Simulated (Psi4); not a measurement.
# singlet CH3BCl+: levels of theory compared

We compute a comparison of 4 runs (HF/3-21G, HF/aug-cc-pVDZ, HSE06/aug-cc-pVDZ, MP2/aug-cc-pVDZ) of singlet CH3BCl+. 

The results are computed with Psi4 1.11.

2 further runs of the same task are left out: 2 that didn't finish.

## Step 1: The structure to begin with

CH3BCl+: 6 atoms, total charge +1, spin state singlet. As SMILES of the parent species, `C[B]Cl`. The coordinates come from a PBE0-D4/def2-TZVP relaxation. That shape belongs to the parent species and isn't relaxed for this state.

Bond lengths: C1–B2 1.544 Å, B2–Cl3 1.727 Å, C1–H4 1.099 Å, C1–H5 1.095 Å, C1–H6 1.091 Å. Angles: C1–B2–Cl3 126.1°, B2–C1–H4 106.5°, B2–C1–H5 113.2°, B2–C1–H6 113.0°, H4–C1–H5 107.2°, H4–C1–H6 106.6°, H5–C1–H6 109.9°.

## Step 2: A single-point energy at HF/3-21G (run 1)

The input, calc.in:

```
memory 2.2 GB

molecule {
  1 1
  C     -0.54783160     0.61453894    -0.59035044
  B      0.36906351    -2.00216483     0.31690707
  Cl     2.77374001    -2.56190171     2.45248656
  H     -2.02862099     1.21263725     0.73831600
  H      0.93390265     2.05753380    -0.54745366
  H     -1.42107405     0.55822510    -2.45739985
  units au
  symmetry c1
}

set puream true
set e_convergence 1e-09
set d_convergence 1e-08
set scf_type pk

result, w = energy("scf/3-21G", return_wfn=True)
oeprop(w, "MULLIKEN_CHARGES", "DIPOLE", "LOWDIN_CHARGES")
print_variables()
```

Command:

```
psi4 -i calc.in -o calc.out -n 1
```

calc.out:

```text
[...]
  Running in c1 symmetry.
[...]
  Nuclear repulsion =   76.029351733043185
[...]
  Multiplicity = 1
[...]
  Nalpha       = 15
  Nbeta        = 15
[...]
    Number of basis functions: 37
[...]
   @RHF iter   1:  -520.83363796949288   -1.73927e-01   8.89612e-03 DIIS/ADIIS
[...]
   @RHF iter  12:  -520.91520477496545   -1.81899e-12   3.87099e-09 DIIS
[...]
    Orbital Energies [Eh]
    ---------------------
    Doubly Occupied:
       1A   -104.397498     2A    -11.415809     3A    -10.792634
       4A     -8.254826     5A     -8.250878     6A     -8.250809
       7A     -8.014554     8A     -1.409878     9A     -1.223863
      10A     -0.903982    11A     -0.820713    12A     -0.810856
      13A     -0.799368    14A     -0.740774    15A     -0.730116
[...]
  @RHF Final Energy:  -520.91520477496545
   => Energetics <=
    Nuclear Repulsion Energy =             76.0293517330431854
    One-Electron Energy =                -860.2559988231162151
    Two-Electron Energy =                 263.3114423151075698
    Total Energy =                       -520.9152047749654457
[...]
 Multipole Moments:
 ------------------------------------------------------------------------------------
     Multipole            Electronic (a.u.)      Nuclear  (a.u.)        Total (a.u.)
 ------------------------------------------------------------------------------------
 L = 1.  Multiply by 2.5417464519 to convert [e a0] to [Debye]
 Dipole X            :          2.1771255           -3.5303973           -1.3532718
 Dipole Y            :         -4.7528532            4.9722252            0.2193720
 Dipole Z            :          2.0014407           -3.1260542           -1.1246135
 Magnitude           :                                                    1.7731960
[...]
  Mulliken Charges: (a.u.)
   Center  Symbol    Alpha    Beta     Spin     Total
       1     C     3.51201  3.51201  0.00000 -1.02402
       2     B     2.06002  2.06002  0.00000  0.87996
       3    CL     8.44361  8.44361  0.00000  0.11278
       4     H     0.33107  0.33107  0.00000  0.33786
       5     H     0.32065  0.32065  0.00000  0.35870
       6     H     0.33264  0.33264  0.00000  0.33472
   Total alpha = 15.00000, Total beta = 15.00000, Total charge =  1.00000
  Lowdin Charges: (a.u.)
   Center  Symbol    Alpha    Beta     Spin     Total
[...]
```

Run time: 2 s. Hardware: 1 thread of AMD EPYC 7R43 (Zen 3), shared host; peak memory 0.18 GiB.

## Step 3: A single-point energy at HF/aug-cc-pVDZ (run 2)

The input, ch3bcl.json:

```json
{
  "schema_name": "qcschema_input",
  "schema_version": 1,
  "molecule": {
    "schema_name": "qcschema_molecule",
    "schema_version": 2,
    "symbols": ["C", "B", "Cl", "H", "H", "H"],
    "geometry": [-0.5478316, 0.61453894, -0.59035044, 0.36906351, -2.00216483, 0.31690707, 2.77374001, -2.56190171, 2.45248656, -2.02862099, 1.21263725, 0.738316, 0.93390265, 2.0575338, -0.54745366, -1.42107405, 0.5582251, -2.45739985],
    "molecular_charge": 1,
    "molecular_multiplicity": 1,
    "fix_symmetry": "c1"
  },
  "driver": "energy",
  "model": {
    "method": "hf",
    "basis": "aug-cc-pVDZ"
  },
  "keywords": {
    "puream": true,
    "e_convergence": 1e-09,
    "d_convergence": 1e-08,
    "scf_type": "pk"
  }
}
```

Command:

```
psi4 --qcschema ch3bcl.json -n 1 --memory 2200MB
```

stdout:

```text
[...]
  Running in c1 symmetry.
[...]
  Nuclear repulsion =   76.029351733043185
[...]
  Multiplicity = 1
[...]
  Nalpha       = 15
  Nbeta        = 15
[...]
    Number of basis functions: 100
[...]
   @RHF iter   1:  -523.39993999803926   -2.43097e-01   4.04043e-03 DIIS/ADIIS
[...]
   @RHF iter  12:  -523.50757274787293   -4.09273e-12   4.98736e-09 DIIS
[...]
    Orbital Energies [Eh]
    ---------------------
    Doubly Occupied:
       1A   -105.117729     2A    -11.469625     3A    -10.842135
       4A     -8.309139     5A     -8.306275     6A     -8.306257
       7A     -8.036239     8A     -1.383394     9A     -1.209608
      10A     -0.901767    11A     -0.809996    12A     -0.799327
      13A     -0.788265    14A     -0.731124    15A     -0.720209
[...]
  @RHF Final Energy:  -523.50757274787293
   => Energetics <=
    Nuclear Repulsion Energy =             76.0293517330431854
    One-Electron Energy =                -863.6116700643716513
    Two-Electron Energy =                 264.0747455834555808
    Total Energy =                       -523.5075727478729277
[...]
 Multipole Moments:
 ------------------------------------------------------------------------------------
     Multipole            Electronic (a.u.)      Nuclear  (a.u.)        Total (a.u.)
 ------------------------------------------------------------------------------------
 L = 1.  Multiply by 2.5417464519 to convert [e a0] to [Debye]
 Dipole X            :          2.3938575           -3.5303973           -1.1365398
 Dipole Y            :         -4.7816453            4.9722252            0.1905799
 Dipole Z            :          2.1727183           -3.1260542           -0.9533359
 Magnitude           :                                                    1.4956245
[...]
```

The result, in JSON:

```text
{
 "driver": "energy",
 "model": {
  "method": "hf",
  "basis": "aug-cc-pVDZ"
 },
 "success": true,
 "return_result": -523.5075727478729,
 "properties": {
  "calcinfo_nbasis": 100,
  "calcinfo_nmo": 100,
  "calcinfo_nalpha": 15,
  "calcinfo_nbeta": 15,
  "calcinfo_natom": 6,
  "nuclear_repulsion_energy": 76.02935173304319,
  "return_energy": -523.5075727478729,
  "scf_one_electron_energy": -863.6116700643717,
  "scf_two_electron_energy": 264.0747455834556,
  "scf_dipole_moment": [-1.13653980326283, 0.19057987571634705, -0.9533358832704888],
  "scf_total_energy": -523.5075727478729,
  "scf_iterations": 12
 }
}
```

Run time: 7.5 s. Hardware: 1 thread of AMD EPYC 7R43 (Zen 3), shared host; peak memory 0.47 GiB.

Run 3 isn't shown in full; the table further down has it.

## Step 4: The energy at MP2/aug-cc-pVDZ (run 4)

The input, job.json:

```json
{
  "schema_name": "qcschema_input",
  "schema_version": 1,
  "molecule": {
    "schema_name": "qcschema_molecule",
    "schema_version": 2,
    "symbols": ["C", "B", "Cl", "H", "H", "H"],
    "geometry": [-0.5478316, 0.61453894, -0.59035044, 0.36906351, -2.00216483, 0.31690707, 2.77374001, -2.56190171, 2.45248656, -2.02862099, 1.21263725, 0.738316, 0.93390265, 2.0575338, -0.54745366, -1.42107405, 0.5582251, -2.45739985],
    "molecular_charge": 1,
    "molecular_multiplicity": 1,
    "fix_symmetry": "c1"
  },
  "driver": "energy",
  "model": {
    "method": "mp2",
    "basis": "aug-cc-pVDZ"
  },
  "keywords": {
    "puream": true,
    "e_convergence": 1e-09,
    "d_convergence": 1e-08,
    "scf_type": "pk",
    "num_frozen_docc": 7,
    "mp2_type": "conv"
  }
}
```

Command:

```
psi4 --qcschema job.json -n 1 --memory 2200MB
```

stdout:

```text
[...]
  Running in c1 symmetry.
[...]
  Nuclear repulsion =   76.029351733043185
[...]
  Multiplicity = 1
[...]
  Nalpha       = 15
  Nbeta        = 15
[...]
    Number of basis functions: 100
[...]
   @RHF iter   1:  -523.39993999803926   -2.43097e-01   4.04043e-03 ADIIS/DIIS
[...]
   @RHF iter  12:  -523.50757274787293   -4.09273e-12   4.98736e-09 DIIS
[...]
    Orbital Energies [Eh]
    ---------------------
    Doubly Occupied:
       1A   -105.117729     2A    -11.469625     3A    -10.842135
       4A     -8.309139     5A     -8.306275     6A     -8.306257
       7A     -8.036239     8A     -1.383394     9A     -1.209608
      10A     -0.901767    11A     -0.809996    12A     -0.799327
      13A     -0.788265    14A     -0.731124    15A     -0.720209
[...]
  @RHF Final Energy:  -523.50757274787293
   => Energetics <=
    Nuclear Repulsion Energy =             76.0293517330431854
    One-Electron Energy =                -863.6116700643716513
    Two-Electron Energy =                 264.0747455834555808
    Total Energy =                       -523.5075727478729277
[...]
 Multipole Moments:
 ------------------------------------------------------------------------------------
     Multipole            Electronic (a.u.)      Nuclear  (a.u.)        Total (a.u.)
 ------------------------------------------------------------------------------------
 L = 1.  Multiply by 2.5417464519 to convert [e a0] to [Debye]
 Dipole X            :          2.3938575           -3.5303973           -1.1365398
 Dipole Y            :         -4.7816453            4.9722252            0.1905799
 Dipole Z            :          2.1727183           -3.1260542           -0.9533359
 Magnitude           :                                                    1.4956245
[...]
	SCS-MP2 Total Energy (a.u.)        :  -523.86137825798244
	SOS-MP2 Total Energy (a.u.)        :  -523.83245574119985
	SCSN-MP2 Total Energy (a.u.)       :  -523.66028363648479
[...]
	SOS-PI-MP2 Total Energy (a.u.)     :  -523.88660290675432
[...]
	MP2 Total Energy (a.u.)            :  -523.86507612599291
[...]
```

The result, in JSON:

```text
{
 "driver": "energy",
 "model": {
  "method": "mp2",
  "basis": "aug-cc-pVDZ"
 },
 "success": true,
 "return_result": -523.8650761259929,
 "properties": {
  "calcinfo_nbasis": 100,
  "calcinfo_nmo": 100,
  "calcinfo_nalpha": 15,
  "calcinfo_nbeta": 15,
  "calcinfo_natom": 6,
  "nuclear_repulsion_energy": 76.02935173304319,
  "return_energy": -523.8650761259929,
  "scf_one_electron_energy": -863.6116700643717,
  "scf_two_electron_energy": 264.0747455834556,
  "scf_dipole_moment": [-1.13653980326283, 0.19057987571634705, -0.9533358832704888],
  "scf_total_energy": -523.5075727478729,
  "scf_iterations": 12,
  "mp2_same_spin_correlation_energy": -0.08676755034764537,
  "mp2_opposite_spin_correlation_energy": -0.2707358277723903,
  "mp2_singles_energy": 0.0,
  "mp2_doubles_energy": -0.3575033781200357,
  "mp2_correlation_energy": -0.35750337811998634,
  "mp2_total_energy": -523.8650761259929
 }
}
```

Wall time 13 s (1 thread of AMD EPYC 7R43 (Zen 3), shared host); peak memory 0.58 GiB.

## Step 5: Overview of the runs

```csv
run,level,integration grid,frozen core orbitals,energy (Eh),HOMO energy (eV),LUMO energy (eV),HOMO–LUMO gap (eV),wall time
1,HF/3-21G,–,0,-520.915205,-19.87,-7.01,12.86,2 s
2,HF/aug-cc-pVDZ,–,0,-523.507573,-19.60,-6.63,12.96,7.5 s
3,HSE06/aug-cc-pVDZ,99 radial × 590 angular,0,-524.431651,-15.99,-10.65,5.34,47 s
4,MP2/aug-cc-pVDZ,–,7,-523.865076,-19.60,-6.63,12.96,13 s
```

## Step 6: What came out

| quantity | value |
| --- | --- |
| run 4: total energy | -523.86508 Eh |
| run 4: HOMO energy (Hartree–Fock orbitals) | -19.60 eV |
| run 4: LUMO energy (Hartree–Fock orbitals) | -6.63 eV |
| run 4: HOMO–LUMO gap (Hartree–Fock orbitals) | 12.96 eV |
| run 4: correlation energy (7 core orbitals frozen) | -357.5 mEh |

What this shows: Over runs 1, 2, 3 the HOMO–LUMO gap runs from 5.34 eV (HSE06/aug-cc-pVDZ) to 12.96 eV (HF/aug-cc-pVDZ). Exact exchange widens orbital gaps. All runs together took 69 s, the longest 47 s.
